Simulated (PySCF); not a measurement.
# Potential energy of BF⁺ along the bond

Set-up: basis B def2-TZVPPD, F def2-TZVPPD; no relativity; PySCF 2.14. Energies in eV from B⁺ + F in their ground configurations at the same level. State: ²Σ⁺ (doublet), unpaired electrons σ ↑.

```tsv
R (Å)	UHF	HSE06
1.045	-2.789	-4.020
1.093	-3.599	-4.873
1.142	-4.028	-5.349
1.179	-4.159	-5.519
1.215	-4.165	-5.565
1.252	-4.072	-5.514
1.300	-3.830	-5.329
1.361	-3.396	-4.967
1.434	-2.755	-4.412
1.531	-1.818	-3.578
```

Task: Put a parabola through the three lowest points of the UHF curve and estimate Re, k and ωe (reduced mass 6.97 u; 1 eV/Å² = 0.16022 mdyn/Å; ωe = 1302.8·√(k/μ) cm⁻¹).

Result: Through R = 1.179, 1.215, 1.252 Å the second-order coefficient is 36.7 eV/Å², so Re ≈ 1.199 Å, k ≈ 11.8 mdyn/Å and ωe ≈ 1693 cm⁻¹. A polynomial fit of higher order to the unrounded UHF energies gives Re = 1.198 Å, k = 13.3 mdyn/Å, ωe = 1797 cm⁻¹; anharmonicity and rounding make the difference.

The higher-order fit for each curve: UHF: Re = 1.198 Å, ωe = 1797 cm⁻¹, De = 4.18 eV; HSE06: Re = 1.213 Å, ωe = 1704 cm⁻¹, De = 5.57 eV.

For an ion De counts to the pair picked by the measured ionisation energies or electron affinities, which need not be the lowest pair at this level. The state was picked by a PBE0 search and need not be the measured ground state.
